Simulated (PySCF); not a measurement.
# OH: a composite coupled-cluster curve

One table from this session's results is given with a row withheld; the runs are named, their logs left out.

Computed with PySCF 2.14.0. Level: CCSD(T) on ROHF, no relativity in the base curves; scalar relativity is added as a correction.

1 further run of the same task is left out (set aside as unsound or not needed).

Set-up of the first run:

| Quantity | Value |
| --- | --- |
| molecule | OH |
| state | doublet, unpaired electrons π ↑ |
| smaller basis | H aug-cc-pVTZ, O aug-cc-pVTZ |
| larger basis | H aug-cc-pVQZ, O aug-cc-pVQZ |
| frozen core orbitals | 1 |
| extrapolation | correlation as n⁻³ (n = 3, 4), Hartree–Fock as (n+1)·exp(−9√n) |
| corrections | core–valence correlation, scalar relativity |
| distances (Å) | 0.8606, 0.8998, 0.9389, 0.9780, 1.0171, 1.0660, 1.1149 |
| masses (u) | 1.0078, 15.9949 |
| dissociation limit | H + O |

Command:

```
$ OMP_NUM_THREADS=4 python comp.py task.json out
```

Among the steps run: Coupled cluster at each distance.

One of the session's tables, all rows but one given; the rest of the session is left out.

It belongs to the step «Coupled cluster at each distance». Parts of the energy along the bond, in eV from H + O:

```
 R (Å)  HF/CBS  CCSD corr.      (T)  core–valence  relativity
0.8606  -2.742      -1.472  -0.0594       -0.0112      0.0054
0.8998  -2.941      -1.506  -0.0643       -0.0093      0.0055
0.9389  -3.018      -1.541  -0.0694       -0.0077      0.0055
0.9780       ?           ?        ?             ?           ?
1.0171  -2.908      -1.615  -0.0802       -0.0050      0.0052
1.0660  -2.718      -1.665  -0.0874       -0.0037      0.0050
1.1149  -2.467      -1.716  -0.0950       -0.0025      0.0047
```

**Question.** Estimate the row for R (Å) = 0.9780.

Worked estimate for «HF/CBS». A straight line through the neighbours (0.9389, -3.018) and (1.0171, -2.908) gives -3.018 + (-2.908 + 3.018) × (0.9780 − 0.9389) / (1.0171 − 0.9389) = -2.963; a parabola fitted to 4 rows on both sides gives -2.998.

The run gave: HF/CBS: -2.999; CCSD corr.: -1.578; (T): -0.0747; core–valence: -0.0063; relativity: 0.0054. In «HF/CBS» the line misses by +0.036 and the parabola by +0.001.
